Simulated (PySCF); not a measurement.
**Which method gave which barrier?**

Saddle point of Si2H6S, closed shell (Si₂H₆S ([SiH3][SiH2][SH]) → Si₂H₄ ([SiH][SiH3]) + H₂S (still joined by a long Si–S bond); bonds formed: S2–H3; bonds broken: Si1–H3; bonds weakened to dative contacts: Si1–S2), PBE0-D4/def2-TZVP structure:

```xyz
9
angstrom
Si -1.0554 -0.6220 0.1289
S 1.2530 -1.6114 0.0090
H -0.1430 -1.9158 -0.5678
H -1.0603 -0.6131 1.6341
Si -0.1458 1.4738 -0.4295
H 1.0100 -2.5184 0.9692
H 0.8633 1.9537 0.5546
H -1.2334 2.4867 -0.5364
H 0.5116 1.3665 -1.7622
```

PySCF 2.14 with density fitting (its default auxiliary sets; JK sets also for MP2 and CCSD(T)); basis: def2-TZVPP, with def2-QZVPP for the basis limit; cores frozen in the correlated methods. B3LYP uses VWN-RPA correlation. Extrapolation: Hartree–Fock as exp(−7.88 √X), correlation as X^−2.97. Four methods, as single points on the PBE0-D4 structures, gave these electronic barriers from the start structure: 219.1, 247.8, 260.4, 326.4 kJ/mol.

Problem. The methods were, in alphabetical order, B3LYP-D4, CCSD(T), HF, PBE-D4. Which gave which? (A judgement: the text doesn't fix the answer.)

Solution. By the calculation: PBE-D4 219.1; B3LYP-D4 247.8; CCSD(T) 260.4; HF 326.4 kJ/mol. For comparison, CCSD(T) at an estimated basis limit (MP2 extrapolated from triple and quadruple zeta, plus CCSD(T) − MP2 in triple zeta) gives 261.0 kJ/mol.

No T1 diagnostic of these runs exceeds 0.017. The restricted Hartree–Fock reference is unstable towards an unrestricted one at one or more of these structures.

Losses and insertions of silylenes and their heavier kin drive the gas-phase chemistry of silicon and germanium vapour deposition.

Labels in which every atom is bracketed show which atoms are joined, not bond orders.

For scale, one of the runs: CCSD(T)/def2-TZVPP, 210 basis functions, launched by `OMP_NUM_THREADS=4 python run.py`. Hardware: 4 CPU threads of an Arm Neoverse V2, shared host. Wall time 6.1 min; peak host memory 2.3 GiB.
